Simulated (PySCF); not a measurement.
# PF₃: core binding energies at several levels of theory, part 2 of 3

PySCF 2.14.0. Atoms count from 0. Earlier steps stand in the parts before.

## (8) X-ray photoelectron lines: TPSS, X2C

What the job is given:

```
{"job": {"kind": "xps", "xc": "TPSS"}, "charge": 0, "multiplicity": 1}
F     -0.826552    -1.064937    -0.378049
P      0.017653    -0.107084     0.579081
F      1.378947    -0.138172    -0.253245
F     -0.532052     1.282202     0.017144
```

With the program's defaults for keys left out, this is: delta-SCF UKS TPSS, pcX-2 on the ionised atom, pcseg-1 elsewhere, spin-free X2C.

What it wrote:

```text
ground state, core basis on atom 0 (F), 91 functions
  cycle   1  E = -641.88430486  |g| = 8.19e-01
  cycle   2  E = -641.50702162  |g| = 1.73e+00
  cycle   3  E = -641.99381154  |g| = 7.52e-02
  cycle   4  E = -641.99369536  |g| = 8.78e-02
  cycle   5  E = -641.99488767  |g| = 9.94e-03
  cycle   6  E = -641.99490920  |g| = 1.75e-03
  cycle   7  E = -641.99490942  |g| = 2.39e-04
  E(ground) = -641.99449475 Eh
hole in F 1s of atom 0
  cycle   1  E = -615.59921447  |g| = 2.61e+00
  cycle   2  E = -615.32104703  |g| = 2.36e+00
  cycle   3  E = -616.40850411  |g| = 5.35e-01
  cycle   4  E = -616.38819700  |g| = 5.74e-01
  cycle   5  E = -616.50198393  |g| = 5.08e-02
  cycle   6  E = -616.50305078  |g| = 1.30e-02
  cycle   7  E = -616.50315523  |g| = 2.36e-03
  cycle   8  E = -616.50315721  |g| = 1.55e-03
  cycle   9  E = -616.50315797  |g| = 2.87e-04
  E(ion) = -616.50342525 Eh   <S^2> = 0.7551   hole on atom = 1.000   binding energy = 693.647 eV
ground state, core basis on atom 1 (P), 102 functions
  cycle   1  E = -642.06589579  |g| = 1.63e+00
  cycle   2  E = -642.06239658  |g| = 1.88e-01
  cycle   3  E = -642.04418227  |g| = 3.78e-01
  cycle   4  E = -642.06782020  |g| = 2.84e-02
  cycle   5  E = -642.06792150  |g| = 1.22e-02
  cycle   6  E = -642.06794564  |g| = 1.27e-03
  cycle   7  E = -642.06794733  |g| = 2.67e-04
  E(ground) = -642.06623354 Eh
hole in P 1s of atom 1
  cycle   1  E = -561.80500276  |g| = 4.77e+00
  cycle   2  E = -561.22824900  |g| = 2.76e+00
  cycle   3  E = -561.51338478  |g| = 1.86e+00
  cycle   4  E = -562.83927788  |g| = 4.16e-01
  cycle   5  E = -562.88531686  |g| = 1.22e-01
  cycle   6  E = -562.89122515  |g| = 1.46e-02
  cycle   7  E = -562.89127839  |g| = 3.45e-03
  cycle   8  E = -562.89127882  |g| = 3.71e-03
  cycle   9  E = -562.89128353  |g| = 5.47e-04
  cycle  10  E = -562.89128382  |g| = 3.46e-05
  E(ion) = -562.88949372 Eh   <S^2> = 0.7513   hole on atom = 1.000   binding energy = 2154.509 eV
hole in P 2p of atom 1
  cycle   1  E = -636.55557454  |g| = 1.37e+00
  cycle   2  E = -636.03275987  |g| = 1.69e+00
  cycle   3  E = -636.65423567  |g| = 8.12e-01
  cycle   4  E = -636.88555632  |g| = 8.48e-02
  cycle   5  E = -636.88717884  |g| = 3.22e-02
  cycle   6  E = -636.88761880  |g| = 3.55e-03
  cycle   7  E = -636.88762064  |g| = 2.52e-03
  cycle   8  E = -636.88762328  |g| = 8.33e-04
  cycle   9  E = -636.88762427  |g| = 6.07e-05
  E(ion) = -636.88586160 Eh   <S^2> = 0.7517   hole on atom = 1.002   binding energy = 140.965 eV
  2p3/2 = 140.802 eV   2p1/2 = 141.706 eV
```

Wall time 4.7 s (1 thread of Arm Neoverse V1, shared host); peak memory 0.36 GiB.

The holes in one table. −ε is the ground-state orbital energy:

```csv
hole,stands for,environment,ΔSCF (eV; 2p as the shell's mean),−ε (eV),⟨S²⟩,measured (eV)
F1s on F0,"F0, F2, F3",fluorine bonded to P,693.65,665.7,0.755,694.09
P1s on P1,P1,phosphorus bonded to 3 F,2154.51,2093.4,0.751,2156.40
P2p on P1,P1,phosphorus bonded to 3 F,141.10,127.2,0.752,–
```

Measured: gas; Zheng, Zhang, Jin, Southworth, Cheng, Phys. Chem. Chem. Phys. 2022, 24, 13587; gas; Beach, A photoelectron spectroscopic study of bonding in inorganic and organometallic compounds, PhD thesis, LBL 1985.

Each hole run stands for the others of its class of like atoms.

With the spin-orbit splitting: P1 2p3/2 140.80, 2p1/2 141.71 eV. The table gives each 2p level as the mean over the whole 2p shell (two parts 2p3/2, one part 2p1/2), which differs a little from the single hole in the log.

## (9) Core holes by ΔSCF: HF, X2C

What the job is given:

```
{"job": {"kind": "xps", "xc": "HF"}, "charge": 0, "multiplicity": 1}
F     -0.826552    -1.064937    -0.378049
P      0.017653    -0.107084     0.579081
F      1.378947    -0.138172    -0.253245
F     -0.532052     1.282202     0.017144
```

Method: delta-SCF UKS HF, pcX-2 on the ionised atom, pcseg-1 elsewhere, spin-free X2C.

What it wrote:

```text
ground state, core basis on atom 0 (F), 91 functions
  cycle   1  E = -639.99009875  |g| = 7.01e-01
  cycle   2  E = -640.06104030  |g| = 4.14e-01
  cycle   3  E = -640.08715681  |g| = 5.03e-02
  cycle   4  E = -640.08792764  |g| = 1.44e-02
  cycle   5  E = -640.08805465  |g| = 3.56e-03
  cycle   6  E = -640.08806436  |g| = 1.11e-03
  cycle   7  E = -640.08806476  |g| = 4.13e-04
  E(ground) = -640.08806476 Eh
hole in F 1s of atom 0
  cycle   1  E = -613.72238321  |g| = 2.56e+00
  cycle   2  E = -614.38269760  |g| = 1.18e+00
  cycle   3  E = -614.61113051  |g| = 8.44e-02
  cycle   4  E = -614.61289515  |g| = 2.47e-02
  cycle   5  E = -614.61314690  |g| = 1.24e-02
  cycle   6  E = -614.61325335  |g| = 3.82e-03
  cycle   7  E = -614.61327632  |g| = 1.71e-03
  cycle   8  E = -614.61328604  |g| = 1.19e-03
  cycle   9  E = -614.61329485  |g| = 5.79e-04
  cycle  10  E = -614.61329712  |g| = 1.67e-04
  E(ion) = -614.61329712 Eh   <S^2> = 0.7641   hole on atom = 1.000   binding energy = 693.204 eV
ground state, core basis on atom 1 (P), 102 functions
  cycle   1  E = -640.16041478  |g| = 1.18e-01
  cycle   2  E = -640.16149079  |g| = 4.84e-02
  cycle   3  E = -640.16180832  |g| = 1.35e-02
  cycle   4  E = -640.16184252  |g| = 2.09e-03
  cycle   5  E = -640.16184445  |g| = 7.63e-04
  cycle   6  E = -640.16184475  |g| = 2.41e-04
  E(ground) = -640.16184475 Eh
hole in P 1s of atom 1
  cycle   1  E = -559.80517935  |g| = 4.67e+00
  cycle   2  E = -560.72091688  |g| = 1.07e+00
  cycle   3  E = -560.82965776  |g| = 2.47e-01
  cycle   4  E = -560.84726323  |g| = 7.76e-02
  cycle   5  E = -560.84933058  |g| = 9.64e-03
  cycle   6  E = -560.84946216  |g| = 4.00e-03
  cycle   7  E = -560.84949269  |g| = 1.81e-03
  cycle   8  E = -560.84949941  |g| = 1.01e-03
  cycle   9  E = -560.84950244  |g| = 3.91e-04
  E(ion) = -560.84950244 Eh   <S^2> = 0.7539   hole on atom = 1.000   binding energy = 2158.199 eV
hole in P 2p of atom 1
  cycle   1  E = -634.61233755  |g| = 1.34e+00
  cycle   2  E = -634.87655863  |g| = 4.93e-01
  cycle   3  E = -634.92166591  |g| = 1.22e-01
  cycle   4  E = -634.92645835  |g| = 2.83e-02
  cycle   5  E = -634.92694816  |g| = 8.68e-03
  cycle   6  E = -634.92707101  |g| = 4.27e-03
  cycle   7  E = -634.92710877  |g| = 2.13e-03
  cycle   8  E = -634.92711969  |g| = 8.67e-04
  cycle   9  E = -634.92712151  |g| = 1.88e-04
  E(ion) = -634.92712151 Eh   <S^2> = 0.7605   hole on atom = 1.002   binding energy = 142.444 eV
  2p3/2 = 142.200 eV   2p1/2 = 143.057 eV
```

Run time: 3.1 s. Hardware: 1 thread of Arm Neoverse V1, shared host; peak memory 0.36 GiB.

The holes in one table. −ε is the ground-state orbital energy:

```csv
hole,stands for,environment,ΔSCF (eV; 2p as the shell's mean),−ε (eV),⟨S²⟩,measured (eV)
F1s on F0,"F0, F2, F3",fluorine bonded to P,693.20,717.5,0.764,694.09
P1s on P1,P1,phosphorus bonded to 3 F,2158.20,2186.6,0.754,2156.40
P2p on P1,P1,phosphorus bonded to 3 F,142.49,151.1,0.760,–
```

Measured: gas; Zheng, Zhang, Jin, Southworth, Cheng, Phys. Chem. Chem. Phys. 2022, 24, 13587; gas; Beach, A photoelectron spectroscopic study of bonding in inorganic and organometallic compounds, PhD thesis, LBL 1985.

Each hole run stands for the others of its class of like atoms.

With the spin-orbit splitting: P1 2p3/2 142.20, 2p1/2 143.06 eV. The table gives each 2p level as the mean over the whole 2p shell (two parts 2p3/2, one part 2p1/2), which differs a little from the single hole in the log.

## (10) Core holes by ΔSCF: CAM-B3LYP, X2C

What the job is given:

```
{"job": {"kind": "xps", "xc": "CAM-B3LYP"}, "charge": 0, "multiplicity": 1}
F     -0.826552    -1.064937    -0.378049
P      0.017653    -0.107084     0.579081
F      1.378947    -0.138172    -0.253245
F     -0.532052     1.282202     0.017144
```

With the program's defaults for keys left out, this is: delta-SCF UKS CAM-B3LYP, pcX-2 on the ionised atom, pcseg-1 elsewhere, spin-free X2C.

What it wrote:

```text
ground state, core basis on atom 0 (F), 91 functions
  cycle   1  E = -641.78940405  |g| = 8.05e-01
  cycle   2  E = -641.73054869  |g| = 1.07e+00
  cycle   3  E = -641.90246734  |g| = 5.01e-02
  cycle   4  E = -641.90285491  |g| = 1.72e-02
  cycle   5  E = -641.90288852  |g| = 1.03e-02
  cycle   6  E = -641.90290526  |g| = 6.57e-04
  cycle   7  E = -641.90290679  |g| = 1.62e-04
  E(ground) = -641.90238883 Eh
hole in F 1s of atom 0
  cycle   1  E = -615.51235284  |g| = 2.60e+00
  cycle   2  E = -615.71571020  |g| = 1.94e+00
  cycle   3  E = -616.39675266  |g| = 2.32e-01
  cycle   4  E = -616.40267247  |g| = 1.48e-01
  cycle   5  E = -616.40952809  |g| = 1.03e-02
  cycle   6  E = -616.40956823  |g| = 1.61e-03
  cycle   7  E = -616.40957070  |g| = 5.62e-04
  cycle   8  E = -616.40957162  |g| = 2.27e-04
  E(ion) = -616.40935953 Eh   <S^2> = 0.7552   hole on atom = 1.000   binding energy = 693.701 eV
ground state, core basis on atom 1 (P), 102 functions
  cycle   1  E = -641.97715793  |g| = 2.27e-01
  cycle   2  E = -641.97742224  |g| = 8.94e-02
  cycle   3  E = -641.97785212  |g| = 6.12e-02
  cycle   4  E = -641.97840569  |g| = 8.57e-03
  cycle   5  E = -641.97841523  |g| = 1.28e-03
  cycle   6  E = -641.97841423  |g| = 3.32e-04
  E(ground) = -641.97728385 Eh
hole in P 1s of atom 1
  cycle   1  E = -561.70326638  |g| = 4.75e+00
  cycle   2  E = -562.16014349  |g| = 1.99e+00
  cycle   3  E = -562.49260186  |g| = 9.27e-01
  cycle   4  E = -562.76451899  |g| = 2.21e-01
  cycle   5  E = -562.77897926  |g| = 1.98e-02
  cycle   6  E = -562.77912596  |g| = 3.21e-03
  cycle   7  E = -562.77913224  |g| = 7.62e-04
  cycle   8  E = -562.77913224  |g| = 5.35e-04
  cycle   9  E = -562.77913182  |g| = 1.92e-04
  E(ion) = -562.77802056 Eh   <S^2> = 0.7514   hole on atom = 1.000   binding energy = 2155.122 eV
hole in P 2p of atom 1
  cycle   1  E = -636.43509995  |g| = 1.36e+00
  cycle   2  E = -636.49243816  |g| = 1.04e+00
  cycle   3  E = -636.71179145  |g| = 3.94e-01
  cycle   4  E = -636.76069560  |g| = 3.79e-02
  cycle   5  E = -636.76111336  |g| = 7.86e-03
  cycle   6  E = -636.76114233  |g| = 1.10e-03
  cycle   7  E = -636.76114380  |g| = 4.90e-04
  E(ion) = -636.76003531 Eh   <S^2> = 0.7522   hole on atom = 1.002   binding energy = 141.969 eV
  2p3/2 = 141.794 eV   2p1/2 = 142.692 eV
```

Wall time 6.1 s (1 thread of Arm Neoverse V1, shared host); peak memory 0.39 GiB.

Binding energies by hole, beside the orbital energy of the ground state; the difference holds orbital relaxation and, for a density functional, its self-interaction error:

```csv
hole,stands for,environment,ΔSCF (eV; 2p as the shell's mean),−ε (eV),⟨S²⟩,measured (eV)
F1s on F0,"F0, F2, F3",fluorine bonded to P,693.70,675.3,0.755,694.09
P1s on P1,P1,phosphorus bonded to 3 F,2155.12,2108.7,0.751,2156.40
P2p on P1,P1,phosphorus bonded to 3 F,142.09,134.1,0.752,–
```

Measured: gas; Zheng, Zhang, Jin, Southworth, Cheng, Phys. Chem. Chem. Phys. 2022, 24, 13587; gas; Beach, A photoelectron spectroscopic study of bonding in inorganic and organometallic compounds, PhD thesis, LBL 1985.

Each hole run stands for the others of its class of like atoms.

With the spin-orbit splitting: P1 2p3/2 141.79, 2p1/2 142.69 eV. The table gives each 2p level as the mean over the whole 2p shell (two parts 2p3/2, one part 2p1/2), which differs a little from the single hole in the log.

## (11) Core-electron binding energies: SCAN, X2C

What the job is given:

```
{"job": {"kind": "xps", "basis": "pcX-1"}, "charge": 0, "multiplicity": 1}
F     -0.826552    -1.064937    -0.378049
P      0.017653    -0.107084     0.579081
F      1.378947    -0.138172    -0.253245
F     -0.532052     1.282202     0.017144
```

With the program's defaults for keys left out, this is: delta-SCF UKS SCAN, pcX-1 on the ionised atom, pcseg-1 elsewhere, spin-free X2C.

What it wrote:

```text
ground state, core basis on atom 0 (F), 70 functions
  cycle   1  E = -641.72425352  |g| = 8.24e-01
  cycle   2  E = -641.41915556  |g| = 1.62e+00
  cycle   3  E = -641.83200773  |g| = 5.03e-02
  cycle   4  E = -641.83212140  |g| = 5.47e-02
  cycle   5  E = -641.83255283  |g| = 1.03e-02
  cycle   6  E = -641.83257280  |g| = 1.52e-03
  cycle   7  E = -641.83257539  |g| = 6.09e-04
  cycle   8  E = -641.83257294  |g| = 3.49e-04
  E(ground) = -641.84393784 Eh
hole in F 1s of atom 0
  cycle   1  E = -615.44508970  |g| = 2.57e+00
  cycle   2  E = -615.29196548  |g| = 2.15e+00
  cycle   3  E = -616.23345664  |g| = 5.05e-01
  cycle   4  E = -616.23953126  |g| = 4.80e-01
  cycle   5  E = -616.31793651  |g| = 4.97e-02
  cycle   6  E = -616.31896460  |g| = 1.16e-02
  cycle   7  E = -616.31904805  |g| = 2.07e-03
  cycle   8  E = -616.31904946  |g| = 7.23e-04
  cycle   9  E = -616.31905027  |g| = 6.83e-04
  cycle  10  E = -616.31904935  |g| = 1.68e-04
  E(ion) = -616.33753596 Eh   <S^2> = 0.7570   hole on atom = 1.000   binding energy = 694.065 eV
ground state, core basis on atom 1 (P), 82 functions
  cycle   1  E = -641.96073988  |g| = 2.23e-01
  cycle   2  E = -641.96003166  |g| = 8.61e-02
  cycle   3  E = -641.95883621  |g| = 1.20e-01
  cycle   4  E = -641.96117790  |g| = 8.40e-03
  cycle   5  E = -641.96118237  |g| = 6.04e-03
  cycle   6  E = -641.96118891  |g| = 1.85e-04
  E(ground) = -641.93579395 Eh
hole in P 1s of atom 1
  cycle   1  E = -561.63443253  |g| = 4.71e+00
  cycle   2  E = -561.45600507  |g| = 2.43e+00
  cycle   3  E = -561.65113184  |g| = 1.64e+00
  cycle   4  E = -562.68077147  |g| = 3.11e-01
  cycle   5  E = -562.70567477  |g| = 7.63e-02
  cycle   6  E = -562.70796213  |g| = 9.53e-03
  cycle   7  E = -562.70798020  |g| = 7.46e-03
  cycle   8  E = -562.70799573  |g| = 3.83e-03
  cycle   9  E = -562.70800127  |g| = 5.91e-04
  cycle  10  E = -562.70800126  |g| = 7.34e-05
  E(ion) = -562.69019638 Eh   <S^2> = 0.7516   hole on atom = 1.000   binding energy = 2156.383 eV
hole in P 2p of atom 1
  cycle   1  E = -636.38485006  |g| = 1.37e+00
  cycle   2  E = -636.06415317  |g| = 1.45e+00
  cycle   3  E = -636.51633551  |g| = 7.48e-01
  cycle   4  E = -636.71200378  |g| = 7.09e-02
  cycle   5  E = -636.71315972  |g| = 2.21e-02
  cycle   6  E = -636.71335952  |g| = 5.41e-03
  cycle   7  E = -636.71334868  |g| = 8.18e-03
  cycle   8  E = -636.71337247  |g| = 5.95e-04
  cycle   9  E = -636.71337291  |g| = 2.28e-04
  E(ion) = -636.70271049 Eh   <S^2> = 0.7524   hole on atom = 1.002   binding energy = 142.399 eV
  2p3/2 = 142.268 eV   2p1/2 = 143.178 eV
```

Wall time 3.2 s (1 thread of Arm Neoverse V1, shared host); peak memory 0.39 GiB.

Binding energies by hole, beside the orbital energy of the ground state; the difference holds orbital relaxation and, for a density functional, its self-interaction error:

```csv
hole,stands for,environment,ΔSCF (eV; 2p as the shell's mean),−ε (eV),⟨S²⟩,measured (eV)
F1s on F0,"F0, F2, F3",fluorine bonded to P,694.06,667.5,0.757,694.09
P1s on P1,P1,phosphorus bonded to 3 F,2156.38,2097.3,0.752,2156.40
P2p on P1,P1,phosphorus bonded to 3 F,142.57,129.9,0.752,–
```

Measured: gas; Zheng, Zhang, Jin, Southworth, Cheng, Phys. Chem. Chem. Phys. 2022, 24, 13587; gas; Beach, A photoelectron spectroscopic study of bonding in inorganic and organometallic compounds, PhD thesis, LBL 1985.

Each hole run stands for the others of its class of like atoms.

With the spin-orbit splitting: P1 2p3/2 142.27, 2p1/2 143.18 eV. The table gives each 2p level as the mean over the whole 2p shell (two parts 2p3/2, one part 2p1/2), which differs a little from the single hole in the log.

## (12) Core holes by ΔSCF: SCAN, X2C

What the job is given:

```
{"job": {"kind": "xps", "basis": "cc-pCVTZ"}, "charge": 0, "multiplicity": 1}
F     -0.826552    -1.064937    -0.378049
P      0.017653    -0.107084     0.579081
F      1.378947    -0.138172    -0.253245
F     -0.532052     1.282202     0.017144
```

Method: delta-SCF UKS SCAN, cc-pCVTZ on the ionised atom, pcseg-1 elsewhere, spin-free X2C.

What it wrote:

```text
ground state, core basis on atom 0 (F), 89 functions
  cycle   1  E = -641.78148944  |g| = 8.26e-01
  cycle   2  E = -641.46191595  |g| = 1.65e+00
  cycle   3  E = -641.89015455  |g| = 6.58e-02
  cycle   4  E = -641.89014204  |g| = 7.45e-02
  cycle   5  E = -641.89096199  |g| = 9.29e-03
  cycle   6  E = -641.89097573  |g| = 1.81e-03
  cycle   7  E = -641.89097753  |g| = 9.51e-04
  cycle   8  E = -641.89097887  |g| = 3.53e-04
  E(ground) = -641.90367443 Eh
hole in F 1s of atom 0
  cycle   1  E = -615.49614274  |g| = 2.58e+00
  cycle   2  E = -615.34342074  |g| = 2.17e+00
  cycle   3  E = -616.29599323  |g| = 5.04e-01
  cycle   4  E = -616.29837462  |g| = 4.89e-01
  cycle   5  E = -616.37960106  |g| = 5.22e-02
  cycle   6  E = -616.38069242  |g| = 1.24e-02
  cycle   7  E = -616.38078771  |g| = 2.28e-03
  cycle   8  E = -616.38079027  |g| = 1.12e-03
  cycle   9  E = -616.38079214  |g| = 9.20e-04
  cycle  10  E = -616.38079153  |g| = 1.90e-04
  E(ion) = -616.40063877 Eh   <S^2> = 0.7576   hole on atom = 1.000   binding energy = 693.973 eV
ground state, core basis on atom 1 (P), 101 functions
  cycle   1  E = -641.92757653  |g| = 1.63e-01
  cycle   2  E = -641.92107505  |g| = 2.44e-01
  cycle   3  E = -641.93022338  |g| = 3.94e-02
  cycle   4  E = -641.93045114  |g| = 1.22e-02
  cycle   5  E = -641.93047279  |g| = 4.69e-03
  cycle   6  E = -641.93047792  |g| = 3.54e-04
  E(ground) = -641.90544477 Eh
hole in P 1s of atom 1
  cycle   1  E = -561.64223155  |g| = 4.45e+00
  cycle   2  E = -561.30119555  |g| = 2.56e+00
  cycle   3  E = -561.57933164  |g| = 1.70e+00
  cycle   4  E = -562.69072399  |g| = 2.89e-01
  cycle   5  E = -562.71120732  |g| = 8.88e-02
  cycle   6  E = -562.71424584  |g| = 1.06e-02
  cycle   7  E = -562.71426436  |g| = 7.42e-03
  cycle   8  E = -562.71427465  |g| = 4.55e-03
  cycle   9  E = -562.71428324  |g| = 7.99e-04
  cycle  10  E = -562.71428172  |g| = 8.51e-05
  E(ion) = -562.69657975 Eh   <S^2> = 0.7515   hole on atom = 1.000   binding energy = 2155.383 eV
hole in P 2p of atom 1
  cycle   1  E = -636.36277739  |g| = 1.40e+00
  cycle   2  E = -635.95713046  |g| = 1.56e+00
  cycle   3  E = -636.46771721  |g| = 8.10e-01
  cycle   4  E = -636.69694335  |g| = 8.64e-02
  cycle   5  E = -636.69868041  |g| = 2.95e-02
  cycle   6  E = -636.69903194  |g| = 4.81e-03
  cycle   7  E = -636.69902273  |g| = 7.35e-03
  cycle   8  E = -636.69904044  |g| = 1.05e-03
  cycle   9  E = -636.69904036  |g| = 2.62e-04
  E(ion) = -636.68873363 Eh   <S^2> = 0.7527   hole on atom = 1.002   binding energy = 141.954 eV
  2p3/2 = 141.808 eV   2p1/2 = 142.706 eV
```

It took 5 s on 1 thread of Arm Neoverse V1, shared host; peak memory 0.39 GiB.

The holes in one table. −ε is the ground-state orbital energy:

```csv
hole,stands for,environment,ΔSCF (eV; 2p as the shell's mean),−ε (eV),⟨S²⟩,measured (eV)
F1s on F0,"F0, F2, F3",fluorine bonded to P,693.97,667.8,0.758,694.09
P1s on P1,P1,phosphorus bonded to 3 F,2155.38,2096.2,0.752,2156.40
P2p on P1,P1,phosphorus bonded to 3 F,142.11,129.7,0.753,–
```

Measured: gas; Zheng, Zhang, Jin, Southworth, Cheng, Phys. Chem. Chem. Phys. 2022, 24, 13587; gas; Beach, A photoelectron spectroscopic study of bonding in inorganic and organometallic compounds, PhD thesis, LBL 1985.

Each hole run stands for the others of its class of like atoms.

With the spin-orbit splitting: P1 2p3/2 141.81, 2p1/2 142.71 eV. The table gives each 2p level as the mean over the whole 2p shell (two parts 2p3/2, one part 2p1/2), which differs a little from the single hole in the log.

(Part 2 of 3 ends here.)
